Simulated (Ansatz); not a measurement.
**CHN (singlet): from Hartree-Fock to the top rungs at distance N1–C2 = 0.923 Å, 6-31G**

An exercise on one series of results from a longer session: the logs are not shown, and one member is left open.

Computed with Ansatz 0.2.0, Gaussian basis. Level: 6-31G, core rule «outside noble gas», up to 2 orbitals frozen.

The runs, in order: UHF; CCSD(T) on RHF; BCCD(T) on RHF; CISD; CCSDT(Q) on RHF; CISDTQ; CCSDTQ on RHF; CASSCF and MRCISD+Q, 2 electrons in 2 orbitals; CASSCF and NEVPT2, 2 electrons in 2 orbitals; CASSCF and MRCISD+Q, 10 electrons in 9 orbitals; CASSCF and NEVPT4(SD), 10 electrons in 9 orbitals; CASSCF and NEVPT2, 10 electrons in 9 orbitals; Full CI.

20 further runs of the same task are left out: 16 that didn't finish, 4 set aside as unsound or not needed.

### What is computed

The geometry derives from a PBE0/def2-TZVP stationary point (not a proven minimum). One bond is set to the value named and the two fragments are kept rigid.

3 atoms, charge 0, spin multiplicity 1.

Atoms are counted from 1 here; the program's logs count them from 0.

Bond lengths: N1–C2 0.923 Å, N1–H3 0.997 Å. Angles: C2–N1–H3 180.0°.

Coordinates:

```mol
CHN
  3D, bonds by distance, orders not assigned

  3  2  0  0  0  0  0  0  0  0999 V2000
    0.0000    0.0000    0.0247 N   0  0
    0.0000    0.0000    0.9477 C   0  0
    0.0000    0.0000   -0.9723 H   0  0
  1  2  8  0
  1  3  8  0
M  END
```

Set-up of the first run:

in.yaml reads:

```yaml
crystal:
  periodic: [false, false, false]
  atoms:
    - {symbol: N, position_ang: [0.000000, 0.000000, 0.024663]}
    - {symbol: C, position_ang: [0.000000, 0.000000, 0.947663]}
    - {symbol: H, position_ang: [0.000000, 0.000000, -0.972326]}
basis:
  gaussian: {orbitals: 6-31G}
magnetization: {spin_polarized: true, initial_magnetization: 0}
hamiltonian: {xc: hf}
output: {orbitals: {seedname: orbitals}}
```

Command:

```sh
ansatz run in.yaml --threads 1 --pin off --events-out ev --progress --plain --max-ram 2393MiB
```

Among the steps run: UHF; CCSD(T) on RHF; BCCD(T) on RHF; CISD; CCSDT(Q) on RHF; CISDTQ; CCSDTQ on RHF; CASSCF and MRCISD+Q, 2 electrons in 2 orbitals; CASSCF and NEVPT2, 2 electrons in 2 orbitals; CASSCF and MRCISD+Q, 10 electrons in 9 orbitals; CASSCF and NEVPT4(SD), 10 electrons in 9 orbitals; CASSCF and NEVPT2, 10 electrons in 9 orbitals; Full CI.

One table of the session follows, with a row left open; its other results are not shown here.

It belongs to the step «Misses and costs». 

| method | from FCI (kcal/mol) |
| --- | --- |
| RHF | ? |
| RMP2 | +10.30 |
| CISD | +8.22 |
| RCCSD | +2.99 |
| RCCSD(T) | +0.39 |
| BCCD(T) | +0.39 |
| RCCSDT | +0.19 |
| CISDTQ | +0.35 |
| RCCSDT(Q) | 0.00 |
| RCCSDTQ | +0.02 |
| CASSCF pair | +98.57 |
| NEVPT2 pair | +8.47 |
| CASSCF valence | +37.18 |
| NEVPT2 valence | +9.81 |
| NEVPT4(SD) valence | +1.67 |
| MRCISD valence | +1.54 |
| MRCISD+Q valence | +0.68 |
| FCI | 0 |

Estimate the missing values for RHF.

As computed: from FCI (kcal/mol): +109.08. In the column «from FCI (kcal/mol)» it is the highest.

Not comparable, so not listed: CASSCF and MRCISD+Q, 2 electrons in 2 orbitals (they don't share determinant, frozen orbitals or solution with the rows shown, or repeat one).

Caveats from the session: Warnings in the runs' records: passed over end.
